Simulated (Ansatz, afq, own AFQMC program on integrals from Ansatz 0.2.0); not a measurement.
Two steps: Ansatz 0.2.0 writes the Fock matrix and Cholesky factors of the valence space, and afq projects on them the lowest state that overlaps trial and start.

```yaml
crystal:
  periodic: [false, false, false]
  atoms:
    - {symbol: P, position_ang: [0.241351, 0.253415, -0.137785]}
    - {symbol: O, position_ang: [0.698711, -0.369559, 1.423568]}
    - {symbol: O, position_ang: [-0.048309, 1.186711, -1.523590]}
    - {symbol: O, position_ang: [-0.199651, -1.206579, -0.746853]}
    - {symbol: H, position_ang: [1.514762, 0.058284, 1.717033]}
    - {symbol: H, position_ang: [-0.959751, 1.514400, -1.512003]}
    - {symbol: H, position_ang: [0.021577, -1.878212, -0.087360]}
basis:
  gaussian: {orbitals: def2-TZVP}
magnetization: {spin_polarized: true, initial_magnetization: 2}
correlation: {method: ccsd_t, electrons: outside_noble_gas, hamiltonian_folder: ham}
```

```sh
$ ansatz run in.yaml --threads 2 --pin off --events-out ev --progress --plain --max-ram 49920MiB --backend cuda --devices 0, --max-vram 37GiB
```

Options of the walk:

```
--method phaseless --trial cisd --walkers 400 --populations 10 --least-time 60 --time-step 0.005 --steps-per-block 50 --equilibration-blocks 28 --max-blocks 4000 --target-error 0.0003 --factor-cut 1e-05 --start spin_pure --seed 2720 --release-times 0.21,0.42,0.63,0.9 --release-step 0.03 --release-every 5 --taylor-order 6
```

Times are imaginary, in 1/Eh. The walk had a cap of 257 s. With eight or more populations the least sampling time is a fifth of least-time, and the error comes from their spread.

Output of the walk:

```
orbitals 140  electrons 14 12  factors 980 of 982
reference energy -567.15202072 Eh
CCSD correlation -0.85823847 Eh in 14 cycles, weight of the determinant in the CISD state 0.7992
energy of the start -568.006689 Eh
 block  time / (1/Eh)  mean weight  energy / Eh
     1     0.250  0.9978  -567.990887
     2     0.500  1.0001  -568.012915
     3     0.750  1.0018  -568.031876
     4     1.000  0.9980  -568.028222
     5     1.250  1.0019  -568.028081
     7     1.750  0.9995  -568.034471
     9     2.250  0.9999  -568.038975
    13     3.250  0.9985  -568.048753
    25     6.250  0.9987  -568.039599
    37     9.250  1.0027  -568.046994
    49    12.250  0.9975  -568.048348
    61    15.250  0.9996  -568.041881
    73    18.250  0.9991  -568.036550
    85    21.250  1.0006  -568.029010
    97    24.250  1.0027  -568.047650
   109    27.250  1.0009  -568.053306
   121    30.250  0.9996  -568.045841
   133    33.250  0.9969  -568.041891
   145    36.250  1.0015  -568.048962
   157    39.250  0.9988  -568.043333
   169    42.250  0.9988  -568.046122
   181    45.250  1.0016  -568.045918
   193    48.250  0.9973  -568.051939
   205    51.250  0.9985  -568.042818
   217    54.250  1.0019  -568.035997
   229    57.250  1.0017  -568.058081
   241    60.250  1.0014  -568.038118
   253    63.250  1.0016  -568.044337
   265    66.250  1.0005  -568.031158
   277    69.250  0.9999  -568.046171
error from the spread of 10 populations
released: time / (1/Eh)  energy / Eh  error  mean overlap
  0.21  -568.045168  0.000922  0.9861
  0.42  -568.047015  0.000917  0.9652
  0.63  -568.047259  0.001764  0.9524
  0.90  -568.045697  0.001222  0.9567
energy -568.044547 +/- 0.000502 Eh
(rows thinned)
```

The run passed its tests (sampling time, drift between the halves within three errors, error under three times the target), which doesn't prove that it has relaxed, ending at its cap on processor time.

Against this walk (error 13.6 meV) on the same determinant: CCSD(T) 35.4 meV higher. The error is statistical and leaves out the bias of the constraint. None of these is a sure reference here. The released energies get too noisy after the second time (errors over twice the walk's own, or jumping) (meV from the phaseless value at times in 1/Eh: -17 ± 25 at 0.21, -67 ± 25 at 0.42, -74 ± 48 at 0.63, -31 ± 33 at 0.90), so they give no level.

Cautions: constraint bias not in the error; error above the target (13.6 against 8.2 meV).

The walk took 4.3 min on 1 × NVIDIA H100 80GB HBM3 with 4 threads of AMD EPYC 7R13 Processor (Zen 3), on a shared host (the card was shared). The log's last line is the phaseless energy.
